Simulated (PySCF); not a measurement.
Simulated C 1s region for `C([CH-]C#N)#C`, binding energy against the vacuum level.

Every computed line was given a Gaussian of 0.7 eV full width at half maximum and an area set by the number of equivalent atoms; the highest printed point is 100. Computed, not measured: delta-SCF UKS SCAN, pcX-2 on the ionised atom, pcseg-1 elsewhere, spin-free X2C in PySCF.

binding energy (eV), intensity and a bar:
```
    283.2          0 
    283.3          1 
    283.4          1 
    283.5          4 #
    283.6          7 ##
    283.7         14 ####
    283.8         23 #######
    283.9         34 ##########
    284.0         46 ##############
    284.1         55 #################
    284.2         60 ##################
    284.3         59 ##################
    284.4         56 #################
    284.5         52 ################
    284.6         52 ################
    284.7         58 #################
    284.8         68 ####################
    284.9         81 ########################
    285.0         92 ############################
    285.1         99 ##############################
    285.2        100 ##############################
    285.3         95 #############################
    285.4         87 ##########################
    285.5         77 #######################
    285.6         70 #####################
    285.7         67 ####################
    285.8         66 ####################
    285.9         65 ####################
    286.0         62 ###################
    286.1         55 #################
    286.2         45 #############
    286.3         33 ##########
    286.4         21 ######
    286.5         12 ####
    286.6          6 ##
    286.7          3 #
    286.8          1 
    286.9          0 
    287.0          0
```

Problem. How many maxima does the curve show, and how many computed lines lie under it?

Solution. The curve has 2 maxima (at 284.2 and 285.2 eV). Under it lie 4 lines from 4 inequivalent carbon sites. At this width some lines have no maximum of their own.

Problem. Decompose the envelope and assign each component. Numbering: `[CH:1]#[C:2][CH-:3][C:4]#[N:5]`.

Solution. 
| position (eV) | relative area | line | atoms | environment |
| --- | --- | --- | --- | --- |
| 284.20 | 1 | C 1s | C1 | carbon bonded to C and H |
| 284.98 | 1 | C 1s | C3 | carbon bonded to 2 C and H |
| 285.32 | 1 | C 1s | C2 | carbon bonded to 2 C |
| 285.98 | 1 | C 1s | C4 | carbon bonded to C and N |

The listed C 1s values span 1.78 eV, from C1 (bonded to C (triple bond) and H) to C4 (bonded to N (triple bond) and C). Summing the Pauling electronegativity differences to the bonded atoms, each weighted by its formal bond order, gives -0.35 for the lowest site and +1.47 for the highest; no listed site has a larger sum than the highest.

Shake-up satellites, vibrational structure and lifetime widths aren't simulated. The species carries charge -1, so core ionisation leaves a neutral species. The basis sets have no added diffuse functions. Isolated species at its GFN2-xTB geometry, gas phase.
